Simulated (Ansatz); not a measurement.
What a trial cell of Sn₃H₂ relaxes into

Computed with Ansatz, DFT PBE, scalar-relativistic, plane waves, PAW. Cutoff 420 eV, Γ-centred k mesh, Gaussian smearing, no spin polarisation in the final step.

Sn₃H₂ was placed on the tetradymite structure type (R-3m, No. 166), with H in place of Bi, Sn in place of Te, at a guessed volume.

```
Sn H
1.0
     1.78004    1.02771    8.25139
    -1.78004    1.02771    8.25139
     0.00000   -2.05541    8.25139
Sn H
3 2
Direct
  0.00000 0.00000 0.00000
  0.20950 0.20950 0.20950
  0.79050 0.79050 0.79050
  0.40000 0.40000 0.40000
  0.60000 0.60000 0.60000
```

Cell and atoms relax at zero pressure; the relaxation can't lower the symmetry of the start. After a coarse first stage the cell is made exact in the group found at 0.06 Å.

The zero of energy is the elements' standard structures at the same level (H₂ as a molecule); no fitted shifts are applied.

Task: Which crystal results?

Result: It keeps R-3m (No. 166), but not the shape of the type it started on. Conventional cell: a = 3.704 Å, c = 23.560 Å. Around Sn on Wyckoff site a (1 atom of the primitive cell) lie 6 Sn at 3.30 Å, 6 H at 3.45 Å and 6 Sn at 3.70 Å; Sn on Wyckoff site c (2 atoms of the primitive cell) is coordinated by 3 H at 2.15 Å; H has 3 Sn at 2.15 Å and 1 H at 2.45 Å.

```cif
data_structure
_symmetry_space_group_name_H-M 'R-3m:H'
_symmetry_Int_Tables_number 166
_cell_length_a 3.7043
_cell_length_b 3.7043
_cell_length_c 23.5602
_cell_angle_alpha 90.000
_cell_angle_beta 90.000
_cell_angle_gamma 120.000
_cell_volume 279.97
loop_
_atom_site_label
_atom_site_type_symbol
_atom_site_symmetry_multiplicity
_atom_site_Wyckoff_symbol
_atom_site_fract_x
_atom_site_fract_y
_atom_site_fract_z
_atom_site_occupancy
Sn1 Sn 3 a 0.00000 0.00000 0.00000 1
Sn2 Sn 6 c 0.33333 0.66667 0.89345 1
H1 H 6 c 0.66667 0.33333 0.78138 1
```

Task: What are its volume, energy, density and gap?

Result: The volume per atom is 18.66 Å³, the density is 6.37 g/cm³ and the energy over the elements is 0.36 eV/atom. The gap on the 12×12×12 mesh is 0 eV (a metal).

The final run used a 12×12×12 mesh on its 5-atom cell and 0.10 eV smearing. The k mesh leaves about 4 meV/atom of noise in metals. A structure relaxed within its symmetry needn't be a true minimum. The steps took about 8 core-minutes in all.